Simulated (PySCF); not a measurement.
# CISD/STO-3G run of SiS (SMILES [Si-]#[S+])

Aim: the energy change on altering one bond length of SiS at CISD/STO-3G, from 2 runs. Input form: a Python script.

The calculation is run with PySCF 2.14.0.

20 further runs of the same task are left out: 7 that didn't finish, 13 set aside as unsound or not needed.

## (1) The structure to begin with

SiS has 2 atoms, charge 0, and is taken as a singlet. SMILES: `[Si-]#[S+]`. Geometry: the measured bond length.

Bond lengths: Si1–S2 1.929 Å.

## (2) The energy at CISD/STO-3G

Contents of run.py:

```python
from pyscf import gto, scf, ci

mol = gto.M(
    atom='''
Si     0.000000     0.000000     0.000000
S      0.000000     0.000000     3.645888
''',
    max_memory=1860,
    verbose=3,
    unit='bohr',
    charge=0,
    basis='sto-3g',
    spin=0,
)

mf = scf.RHF(mol)
mf.conv_tol = 1e-10
mf.kernel()
if not mf.converged:
    mf = mf.newton().run(mf.mo_coeff, mf.mo_occ)

cisd = ci.CISD(mf, frozen=10)
cisd.kernel()
e_final = cisd.e_tot
print(f'total energy: {e_final:.8f} hartree')
```

Started as:

```bash
$ OMP_NUM_THREADS=1 python run.py
```

Log:

```text
converged SCF energy = -678.742278041692
E(RCISD) = -678.8357490314271  E_corr = -0.09347098973519219
total energy: -678.83574903 hartree
```

Wall time 0.56 s (1 thread of Arm Neoverse V2, shared host); peak memory 0.1 GiB.

## (3) The distorted shape

Contents of calc.py:

```python
from pyscf import gto, scf, ci

mol = gto.M(
    atom='''
Si     0.000000     0.000000    -1.822979
S      0.000000     0.000000     3.645888
''',
    basis='sto-3g',
    spin=0,
    max_memory=1860,
    unit='bohr',
    verbose=4,
    charge=0,
)

mf = scf.RHF(mol)
mf.conv_tol = 1e-10
mf.kernel()
if not mf.converged:
    mf = mf.newton().run(mf.mo_coeff, mf.mo_occ)

cisd = ci.CISD(mf, frozen=10)
cisd.kernel()
e_final = cisd.e_tot
print('E(%s) = %.9f' % ('CISD', e_final))
```

Started as:

```bash
$ OMP_NUM_THREADS=1 python calc.py
```

Log:

```text
PySCF version 2.14.0

[INPUT] num. atoms = 2
[INPUT] num. electrons = 30
[INPUT] charge = 0
[INPUT] spin (= nelec alpha-beta = 2S) = 0
[INPUT] symmetry False subgroup None
[INPUT] Mole.unit = bohr
[INPUT] Symbol           X                Y                Z      unit          X                Y                Z       unit  Magmom
[INPUT]  1 Si     0.000000000000   0.000000000000  -0.964678942786 AA    0.000000000000   0.000000000000  -1.822979000000 Bohr   0.0
[INPUT]  2 S      0.000000000000   0.000000000000   1.929320843167 AA    0.000000000000   0.000000000000   3.645888000000 Bohr   0.0

nuclear repulsion = 40.9591237088048
number of shells = 10
number of NR pGTOs = 54
number of NR cGTOs = 18
basis = sto-3g
ecp = {}

******** <class 'pyscf.scf.hf.RHF'> ********
method = RHF
initial guess = minao
damping factor = 0
level_shift factor = 0
DIIS = <class 'pyscf.scf.diis.CDIIS'>
diis_start_cycle = 1
diis_space = 8
diis_damp = 0
SCF conv_tol = 1e-10
SCF conv_tol_grad = None
SCF max_cycles = 50
direct_scf = True
direct_scf_tol = 1e-13
Set gradient conv threshold to 1e-05
Initial guess from minao.
init E= -677.572832519925
  HOMO = -0.247645445996264  LUMO = 0.0510322287481799  gap/eV = 8.12743
cycle= 1 E= -677.909996538745  delta_E= -0.337  |g|= 0.543  |ddm|= 1.95
  HOMO = -0.11273970834107  LUMO = 0.295041406968536  gap/eV = 11.09629
cycle= 2 E= -673.950406801518  delta_E= 3.96  |g|= 1.35  |ddm|= 5.48
  HOMO = -0.065303333246243  LUMO = 0.138454949372846  gap/eV = 5.54455
cycle= 3 E= -678.150656636031  delta_E= -4.2  |g|= 0.552  |ddm|= 5.23
  HOMO = -0.180141187074609  LUMO = 0.271963622770111  gap/eV = 12.30240
cycle= 4 E= -678.035014287936  delta_E= 0.116  |g|= 0.578  |ddm|= 0.379
  HOMO = -0.176206244783377  LUMO = 0.263302373796681  gap/eV = 11.95964
cycle= 5 E= -678.045892539298  delta_E= -0.0109  |g|= 0.577  |ddm|= 0.0371
  HOMO = -0.166385195780573  LUMO = 0.267655531978999  gap/eV = 11.81085
cycle= 6 E= -678.154741002542  delta_E= -0.109  |g|= 0.551  |ddm|= 0.362
  HOMO = -0.161784127938998  LUMO = 0.256804928816434  gap/eV = 11.39039
cycle= 7 E= -678.152053746498  delta_E= 0.00269  |g|= 0.547  |ddm|= 0.122
  HOMO = -0.151248598151211  LUMO = 0.254307291847296  gap/eV = 11.03574
cycle= 8 E= -678.244522530161  delta_E= -0.0925  |g|= 0.497  |ddm|= 0.314
  HOMO = -0.12728026604807  LUMO = 0.189256378894607  gap/eV = 8.61340
cycle= 9 E= -678.459730963779  delta_E= -0.215  |g|= 0.177  |ddm|= 1.09
  HOMO = -0.137965735599569  LUMO = 0.195631660642473  gap/eV = 9.07765
cycle= 10 E= -678.487409926135  delta_E= -0.0277  |g|= 0.0419  |ddm|= 0.456
  HOMO = -0.13833837530113  LUMO = 0.197947208873883  gap/eV = 9.15080
cycle= 11 E= -678.489369349736  delta_E= -0.00196  |g|= 0.00562  |ddm|= 0.156
  HOMO = -0.139062544127102  LUMO = 0.198657424128424  gap/eV = 9.18983
cycle= 12 E= -678.489429469954  delta_E= -6.01e-05  |g|= 0.00365  |ddm|= 0.0224
  HOMO = -0.138901503093413  LUMO = 0.198631592917609  gap/eV = 9.18474
cycle= 13 E= -678.489465452786  delta_E= -3.6e-05  |g|= 0.00149  |ddm|= 0.0244
  HOMO = -0.138704368276873  LUMO = 0.198585211355899  gap/eV = 9.17812
cycle= 14 E= -678.489472265529  delta_E= -6.81e-06  |g|= 0.000125  |ddm|= 0.0147
  HOMO = -0.13865435434787  LUMO = 0.198552662741972  gap/eV = 9.17587
cycle= 15 E= -678.489472316605  delta_E= -5.11e-08  |g|= 7.99e-06  |ddm|= 0.00146
  HOMO = -0.138653284433794  LUMO = 0.198551026068471  gap/eV = 9.17580
cycle= 16 E= -678.489472316735  delta_E= -1.3e-10  |g|= 8.57e-08  |ddm|= 6.39e-05
  HOMO = -0.138653320864919  LUMO = 0.198551047269192  gap/eV = 9.17580
cycle= 17 E= -678.489472316736  delta_E= -6.82e-13  |g|= 1.87e-08  |ddm|= 3.89e-07
  HOMO = -0.138653329292562  LUMO = 0.198551053456582  gap/eV = 9.17580
Extra cycle  E= -678.489472316736  delta_E=    0  |g|= 6.26e-09  |ddm|= 7.53e-08
converged SCF energy = -678.489472316736

******** <class 'pyscf.ci.cisd.RCISD'> ********
CISD nocc = 5, nmo = 8
frozen orbitals 10
max_cycle = 50
direct = 0
conv_tol = 1e-09
max_cycle = 50
max_space = 12
lindep = 0
nroots = 1
Init t2, MP2 energy = -0.0371128386272354
RCISD converged
E(RCISD) = -678.6366496701544  E_corr = -0.1471773534188308
E(CISD) = -678.636649670
```

Run time: 0.56 s. Hardware: 1 thread of Arm Neoverse V2, shared host; peak memory 0.1 GiB.

## (4) Results

At CISD/STO-3G, 10 core orbitals frozen:

```
                                                          quantity          value
                                         first shape: total energy  -678.83575 Eh
                 first shape: dipole moment (Hartree–Fock density)         2.03 D
                  first shape: HOMO energy (Hartree–Fock orbitals)       -6.15 eV
                  first shape: LUMO energy (Hartree–Fock orbitals)        6.56 eV
                first shape: HOMO–LUMO gap (Hartree–Fock orbitals)       12.70 eV
         first shape: correlation energy (10 core orbitals frozen)      -93.5 mEh
                                     distorted shape: total energy  -678.63665 Eh
             distorted shape: dipole moment (Hartree–Fock density)         4.18 D
              distorted shape: HOMO energy (Hartree–Fock orbitals)       -3.77 eV
              distorted shape: LUMO energy (Hartree–Fock orbitals)        5.40 eV
            distorted shape: HOMO–LUMO gap (Hartree–Fock orbitals)        9.18 eV
     distorted shape: correlation energy (10 core orbitals frozen)     -147.2 mEh
energy change with the Si1–S2 bond stretched from 1.929 to 2.894 Å       5.418 eV
```

What this shows: With the Si1–S2 bond stretched from 1.929 to 2.894 Å the energy rises by 5.42 eV (523 kJ/mol). The first shape isn't relaxed at this level, so the change isn't measured from a minimum. A restricted reference can't describe the breaking bond well at this length. The minimal basis adds a large error of its own.
